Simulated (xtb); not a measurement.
N2, singlet, at a GFN2-xTB geometry of the parent state; xtb 6.7.1 with GFN0-xTB.

The xtb input:
```
$ xtb mol.xyz --gfn 0 --chrg 0 --uhf 0 --json

# file mol.xyz
2

N     -0.00000000    -0.00000000    -0.53416778
N      0.00000000     0.00000000     0.53416778
```

The log (banner, timings and long lists left out):

```
   ID    Z sym.   atoms
    1    7 N      1, 2

           -------------------------------------------------
          |                Calculation Setup                |
           -------------------------------------------------

           -------------------------------------------------
          |                 G F N 0 - x T B                 |
           -------------------------------------------------

          ...................................................
          :                      SETUP                      :
          :.................................................:
          :  # basis functions                   8          :
          :  # atomic orbitals                   8          :
          :  # shells                            4          :
          :  # electrons                        10          :
          :  electronic temp.          300.0000000     K    :
          :  accuracy                    1.0000000          :
          :  -> integral cutoff          0.2500000E+02      :
          :  -> integral neglect         0.1000000E-07      :
          ...................................................

         :::::::::::::::::::::::::::::::::::::::::::::::::::::
         ::                     SUMMARY                     ::
         :::::::::::::::::::::::::::::::::::::::::::::::::::::
         :: total energy              -5.779447973558 Eh    ::
         :: gradient norm              0.114454475763 Eh/a0 ::
         :: HOMO-LUMO gap              5.151194807938 eV    ::
         ::.................................................::
         :: H0 energy                 -5.877192679629 Eh    ::
         :: repulsion energy           0.097859606037 Eh    ::
         :: electrostat energy        -0.000000000000 Eh    ::
         :: -> Gsolv                   0.000000000000 Eh    ::
         ::    -> Gsasa                0.000000000000 Eh    ::
         ::    -> Gshift               0.000000000000 Eh    ::
         :: dispersion energy         -0.000114899966 Eh    ::
         :: short-range corr.          0.000000000000 Eh    ::
         :: add. restraining           0.000000000000 Eh    ::
         :: total charge               0.000000000000 e     ::
         :::::::::::::::::::::::::::::::::::::::::::::::::::::

           -------------------------------------------------
          |                Property Printout                |
           -------------------------------------------------

    * Orbital Energies and Occupations

         #    Occupation            Energy/Eh            Energy/eV
      -------------------------------------------------------------
         1        2.0000           -0.8128963             -22.1200
         2        2.0000           -0.6289980             -17.1159
         3        2.0000           -0.5257113             -14.3053
         4        2.0000           -0.5257113             -14.3053
         5        2.0000           -0.4452794             -12.1167 (HOMO)
         6                         -0.2559765              -6.9655 (LUMO)
         7                         -0.2559765              -6.9655
         8                          0.9320332              25.3619
      -------------------------------------------------------------
                  HL-Gap            0.1893029 Eh            5.1512 eV
             Fermi-level            0.0000000 Eh            0.0000 eV

     #   Z          covCN         q      C6AA      α(0)
     1   7 N        0.981    -0.000    20.608     6.536
     2   7 N        0.981     0.000    20.608     6.536

 Mol. C6AA /au·bohr⁶  :         82.433549
 Mol. C8AA /au·bohr⁸  :       1818.550324
 Mol. α(0) /au        :         13.071394

Wiberg/Mayer (AO) data.
largest (>0.10) Wiberg bond orders for each atom

 ---------------------------------------------------------------------------
     #   Z sym  total        # sym  WBO       # sym  WBO       # sym  WBO
 ---------------------------------------------------------------------------
     1   7 N    3.000 --     2 N    3.000
     2   7 N    3.000 --     1 N    3.000
 ---------------------------------------------------------------------------

Topologies differ in total number of bonds
Writing topology from bond orders to xtbtopo.mol

 dipole moment from electron density (au)
     X       Y       Z
   0.0000   0.0000  -0.0000  total (Debye):    0.000

           -------------------------------------------------
          | TOTAL ENERGY               -5.779447973558 Eh   |
          | GRADIENT NORM               0.114454475763 Eh/α |
          | HOMO-LUMO GAP               5.151194807938 eV   |
           -------------------------------------------------

normal termination of xtb
```
